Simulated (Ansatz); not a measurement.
```yaml
crystal:
  periodic: [false, false, false]
  atoms:
    - {symbol: S, position_ang: [-0.737736, 0.526516, -1.433443]}
    - {symbol: C, position_ang: [0.341948, 0.134187, 0.275393]}
    - {symbol: C, position_ang: [0.671257, -0.867996, 0.283447]}
    - {symbol: N, position_ang: [-0.313183, -0.713945, 1.132029]}
    - {symbol: H, position_ang: [-1.586214, 1.437443, -0.976395]}
    - {symbol: H, position_ang: [0.600545, 1.128242, 0.532027]}
    - {symbol: H, position_ang: [1.473624, -1.854163, 0.261169]}
basis:
  gaussian: {orbitals: def2-SVP}
hamiltonian: {xc: {name: HF}}
correlation: {method: mp2, frozen_orbitals: {S: 0}}
accuracy: high
scf: {lower_state_search: full}
output: {forces: true}
```

```sh
$ ansatz run in.yaml --threads 2 --pin off --events-out ev --progress --plain --max-ram 4352MiB
```

Question: How does Ansatz answer? (An estimate is asked.)

Answer: Computed: The program refused the input.
```
Functional definition: HF
Error: "frozen_orbitals" has no count for C
```
